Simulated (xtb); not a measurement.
C2H6, charge +1, quartet, at a GFN2-xTB geometry of the parent state (a state made from the parent by changing its charge; the spin is typed, not shown lowest); GFN2-xTB (xtb 6.7.1).

The xtb input:
```
$ xtb mol.xyz --gfn 2 --chrg 1 --uhf 3 --json

# file mol.xyz
8

C     -0.00063425    -0.00460240     0.76069610
C      0.00063425     0.00460240    -0.76069610
H      0.00531742     1.01117798     1.14976058
H     -0.88580270    -0.51053241     1.13981086
H      0.87762477    -0.52140267     1.14121540
H     -0.00531742    -1.01117798    -1.14976058
H     -0.87762477     0.52140267    -1.14121540
H      0.88580270     0.51053241    -1.13981086
```

What the program printed (banner, timings and long lists left out):

```
   ID    Z sym.   atoms
    1    6 C      1, 2
    2    1 H      3-8

           -------------------------------------------------
          |                Calculation Setup                |
           -------------------------------------------------

           -------------------------------------------------
          |                 G F N 2 - x T B                 |
           -------------------------------------------------

          ...................................................
          :                      SETUP                      :
          :.................................................:
          :  # basis functions                  14          :
          :  # atomic orbitals                  14          :
          :  # shells                           10          :
          :  # electrons                        13          :
          :  max. iterations                   250          :
          :  Hamiltonian                  GFN2-xTB          :
          :  restarted?                      false          :
          :  GBSA solvation                  false          :
          :  PC potential                    false          :
          :  electronic temp.          300.0000000     K    :
          :  accuracy                    1.0000000          :
          :  -> integral cutoff          0.2500000E+02      :
          :  -> integral neglect         0.1000000E-07      :
          :  -> SCF convergence          0.1000000E-05 Eh   :
          :  -> wf. convergence          0.1000000E-03 e    :
          :  Broyden damping             0.4000000          :
          :  net charge                          1          :
          :  unpaired electrons                  3          :
          ...................................................

 iter      E             dE          RMSdq      gap      omega  full diag
   1     -6.3358178 -0.633582E+01  0.227E+00    1.94       0.0  T
   2     -6.3388732 -0.305540E-02  0.137E+00    1.59       1.0  T
   3     -6.3396572 -0.783974E-03  0.466E-01    1.40       1.0  T
   4     -6.3397541 -0.969192E-04  0.169E-01    1.41       1.0  T
   5     -6.3397585 -0.441146E-05  0.203E-02    1.43       1.7  T
   6     -6.3397591 -0.590619E-06  0.547E-03    1.44       6.5  T
   7     -6.3397591 -0.145750E-07  0.234E-03    1.44      15.1  T
   8     -6.3397591 -0.533566E-08  0.447E-05    1.44     790.2  T
   9     -6.3397591 -0.272671E-11  0.104E-05    1.44    3413.4  T

   *** convergence criteria satisfied after 9 iterations ***

         :::::::::::::::::::::::::::::::::::::::::::::::::::::
         ::                     SUMMARY                     ::
         :::::::::::::::::::::::::::::::::::::::::::::::::::::
         :: total energy              -6.222236645074 Eh    ::
         :: gradient norm              0.740958158196 Eh/a0 ::
         :: HOMO-LUMO gap              1.438113625250 eV    ::
         ::.................................................::
         :: SCC energy                -6.339758940568 Eh    ::
         :: -> isotropic ES            0.110304643443 Eh    ::
         :: -> anisotropic ES         -0.018819263519 Eh    ::
         :: -> anisotropic XC          0.007226111639 Eh    ::
         :: -> dispersion             -0.001229295302 Eh    ::
         :: repulsion energy           0.117522295494 Eh    ::
         :: add. restraining           0.000000000000 Eh    ::
         :: total charge               0.999999999904 e     ::
         :::::::::::::::::::::::::::::::::::::::::::::::::::::

           -------------------------------------------------
          |                Property Printout                |
           -------------------------------------------------

    * Orbital Energies and Occupations

         #    Occupation            Energy/Eh            Energy/eV
      -------------------------------------------------------------
         1        2.0000           -0.8619185             -23.4540
         2        2.0000           -0.8070684             -21.9614
         3        2.0000           -0.7334996             -19.9595
         4        2.0000           -0.7334996             -19.9595
         5        2.0000           -0.7042685             -19.1641
         6        1.0000           -0.6666620             -18.1408
         7        1.0000           -0.6666620             -18.1408
         8        1.0000           -0.1094456              -2.9782 (HOMO)
         9                         -0.0565959              -1.5401 (LUMO)
        10                         -0.0565959              -1.5401
        11                         -0.0504918              -1.3740
        12                         -0.0221535              -0.6028
        13                          0.0558607               1.5200
        14                          0.0558607               1.5200
      -------------------------------------------------------------
                  HL-Gap            0.0528497 Eh            1.4381 eV
             Fermi-level           -0.3845664 Eh          -10.4646 eV

     #   Z          covCN         q      C6AA      α(0)
     1   6 C        3.750    -0.226    25.084     7.143
     2   6 C        3.750    -0.226    25.084     7.143
     3   1 H        0.925     0.242     0.908     1.490
     4   1 H        0.925     0.242     0.908     1.490
     5   1 H        0.925     0.242     0.908     1.490
     6   1 H        0.925     0.242     0.908     1.490
     7   1 H        0.925     0.242     0.908     1.490
     8   1 H        0.925     0.242     0.908     1.490

 Mol. C6AA /au·bohr⁶  :        246.874528
 Mol. C8AA /au·bohr⁸  :       5425.769821
 Mol. α(0) /au        :         23.228011

Wiberg/Mayer (AO) data.
largest (>0.10) Wiberg bond orders for each atom

 ---------------------------------------------------------------------------
     #   Z sym  total        # sym  WBO       # sym  WBO       # sym  WBO
 ---------------------------------------------------------------------------
     1   6 C    3.378 --     2 C    0.928     4 H    0.730     5 H    0.730
                             3 H    0.730
     2   6 C    3.378 --     1 C    0.928     8 H    0.730     7 H    0.730
                             6 H    0.730
     3   1 H    0.909 --     1 C    0.730
     4   1 H    0.909 --     1 C    0.730
     5   1 H    0.909 --     1 C    0.730
     6   1 H    0.909 --     2 C    0.730
     7   1 H    0.909 --     2 C    0.730
     8   1 H    0.909 --     2 C    0.730
 ---------------------------------------------------------------------------

Topologies differ in total number of bonds
Writing topology from bond orders to xtbtopo.mol

molecular dipole:
                 x           y           z       tot (Debye)
 q only:       -0.000      -0.000       0.000
   full:       -0.000      -0.000       0.000       0.000
molecular quadrupole (traceless):
                xx          xy          yy          xz          yz          zz
 q only:       -1.580       0.000      -1.580      -0.004      -0.029       3.160
  q+dip:       -1.280       0.000      -1.280      -0.003      -0.023       2.560
   full:       -1.465       0.000      -1.465      -0.004      -0.027       2.931

           -------------------------------------------------
          | TOTAL ENERGY               -6.222236645074 Eh   |
          | GRADIENT NORM               0.740958158196 Eh/α |
          | HOMO-LUMO GAP               1.438113625250 eV   |
           -------------------------------------------------

normal termination of xtb
```
